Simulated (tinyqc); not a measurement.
Inside a calculation. Method: ROHF in the sto-3g basis, for OH+, spin multiplicity 3. This run ends on a higher stationary point, not on the lowest solution. One step of it, computed by the program tinyqc.

Task: Iteration 4: diagonalisation and new density. Diagonalise F' = X^T F X, C = X C', fill 5 alpha and 3 beta electrons from the bottom; D(s) = C_occ C_occ^T. Each column has its largest component positive (the first on a tie).

extrapolated F (hartree), order 1O 1s, 1O 2s, 1O 2px, 1O 2py, 1O 2pz, 2H 1s:
```
[[-22.632041, -5.544931, 0.000000, 0.000000, 0.000134, -0.311858],
 [-5.544931, -3.284713, 0.000000, 0.000000, -0.033944, -0.426528],
 [0.000000, 0.000000, -1.485736, -0.018854, 0.000000, 0.000000],
 [0.000000, 0.000000, -0.018854, -1.326663, 0.000000, 0.000000],
 [0.000134, -0.033944, 0.000000, 0.000000, -1.179715, -0.248026],
 [-0.311858, -0.426528, 0.000000, 0.000000, -0.248026, -0.447914]]
```

X, order 1O 1s, 1O 2s, 1O 2px, 1O 2py, 1O 2pz, 2H 1s:
```
[[1.022133, -0.124260, 0.000000, 0.000000, -0.001540, 0.009790],
 [-0.124260, 1.034402, 0.000000, 0.000000, 0.012284, -0.092359],
 [0.000000, 0.000000, 1.000000, 0.000000, 0.000000, 0.000000],
 [0.000000, 0.000000, 0.000000, 1.000000, 0.000000, 0.000000],
 [-0.001540, 0.012284, 0.000000, 0.000000, 1.012082, -0.091241],
 [0.009790, -0.092359, 0.000000, 0.000000, -0.091241, 1.024122]]
```

Give: F' = X^T F X; orbital energies; coefficients C; D(alpha) after iteration 4; D(beta) after iteration 4.

Result:

F' = X^T F X (hartree):
```
[[-22.2924, -2.6305, 0.0000, 0.0000, -0.0017, -0.0102],
 [-2.6305, -2.3686, 0.0000, 0.0000, -0.0222, -0.1522],
 [0.0000, 0.0000, -1.4857, -0.0189, 0.0000, 0.0000],
 [0.0000, 0.0000, -0.0189, -1.3267, 0.0000, 0.0000],
 [-0.0017, -0.0222, 0.0000, 0.0000, -1.1666, -0.1107],
 [-0.0102, -0.1522, 0.0000, 0.0000, -0.1107, -0.3796]]
```

orbital energies (hartree): [-22.6339, -2.0418, -1.4879, -1.3245, -1.1799, -0.3516]

coefficients C, order 1O 1s, 1O 2s, 1O 2px, 1O 2py, 1O 2pz, 2H 1s:
```
[[0.9976, -0.2528, 0.0000, 0.0000, 0.0116, 0.0306],
 [0.0098, 1.0286, 0.0000, 0.0000, -0.0497, -0.1829],
 [0.0000, 0.0000, 0.9932, -0.1161, 0.0000, 0.0000],
 [0.0000, 0.0000, 0.1161, 0.9932, 0.0000, 0.0000],
 [0.0002, 0.0407, 0.0000, 0.0000, 0.9903, -0.2246],
 [-0.0008, -0.0015, 0.0000, 0.0000, 0.0452, 1.0314]]
```

D(alpha) after iteration 4, order 1O 1s, 1O 2s, 1O 2px, 1O 2py, 1O 2pz, 2H 1s:
```
[[1.0594, -0.2509, 0.0000, 0.0000, 0.0013, 0.0001],
 [-0.2509, 1.0606, 0.0000, 0.0000, -0.0073, -0.0038],
 [0.0000, 0.0000, 1.0000, 0.0000, 0.0000, 0.0000],
 [0.0000, 0.0000, 0.0000, 1.0000, 0.0000, 0.0000],
 [0.0013, -0.0073, 0.0000, 0.0000, 0.9823, 0.0447],
 [0.0001, -0.0038, 0.0000, 0.0000, 0.0447, 0.0020]]
```

D(beta) after iteration 4, order 1O 1s, 1O 2s, 1O 2px, 1O 2py, 1O 2pz, 2H 1s:
```
[[1.0592, -0.2503, 0.0000, 0.0000, -0.0101, -0.0005],
 [-0.2503, 1.0582, 0.0000, 0.0000, 0.0419, -0.0015],
 [0.0000, 0.0000, 0.9865, 0.1153, 0.0000, 0.0000],
 [0.0000, 0.0000, 0.1153, 0.0135, 0.0000, 0.0000],
 [-0.0101, 0.0419, 0.0000, 0.0000, 0.0017, -0.0001],
 [-0.0005, -0.0015, 0.0000, 0.0000, -0.0001, 0.0000]]
```
